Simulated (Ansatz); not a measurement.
Two isomers of C3H6FN: A = `C=C(F)NC`, B = `C/C(F)=C/N`.

Isolated molecules relaxed with PBE0-D4/def2-TZVP in Ansatz; ΔE leaves out vibrations. CCSD(T)/CBS is the MP2 limit (def2-TZVPP, def2-QZVPP) plus CCSD(T) − MP2 in def2-TZVPP, frozen cores. DFT in def2-TZVPP. B3LYP here is the variant with VWN-RPA as its local correlation; programs differ in this. Each species was taken in one conformer, which may not be the lowest.

Question: Which isomer does CCSD(T)/CBS put lower? Give the gap. (Best estimate.)

Answer: Ansatz gave: B, by 30.1 kJ/mol.

Question: Give E(B) − E(A) in kJ/mol with B3LYP, ωB97M-V, PBE-D4, CCSD/def2-TZVPP, CCSD(T)/def2-TZVPP, HF/def2-TZVPP, B3LYP-D4. (Best estimate.)

Answer: Computed: B3LYP -26.8, ωB97M-V -25.8, PBE-D4 -28.8, CCSD/def2-TZVPP -26.4, CCSD(T)/def2-TZVPP -26.8, HF/def2-TZVPP -19.8, B3LYP-D4 -26.2. None reverses the order clearly.

Largest T1 diagnostic: 0.012.

In def2-TZVPP, CCSD(T) changes the Hartree–Fock value by −7.0 kJ/mol (the triples alone add −0.4 kJ/mol) and MP2 by −6.8 kJ/mol.
